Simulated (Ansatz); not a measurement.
`C=C(N)CN` → `C/N=C/NC`  (isomerisation)

Gas-phase electronic energies from Ansatz, PBE0-D4/def2-TZVP geometries. CBS: MP2 limit from def2 TZ/QZ plus the TZ coupled-cluster correction, frozen cores. Each species was taken in one conformer, which may not be the lowest.

```csv
species,CCSD(T)/CBS(def2) energy (Eh)
`C=C(N)CN`,-228.35612
`C/N=C/NC`,-228.35220
```

**Question.** Work out ΔE.

**Answer.** ΔE = (-228.35220) − (-228.35612) = 0.00392 Eh = +0.11 eV.

Largest T1 diagnostic among the species: 0.012.

From PBE to PBE0 (25 % exact exchange), in def2-TZVPP and without D4, ΔE moves by +0.06 eV. The D4 term adds +0.03 eV with B3LYP and +0.02 eV with PBE0; it sums over pairs of atoms, weighted by their polarisabilities, and B3LYP, whose exchange is more repulsive, gets the larger term.

B3LYP here is the variant with VWN-RPA as its local correlation; programs differ in this.
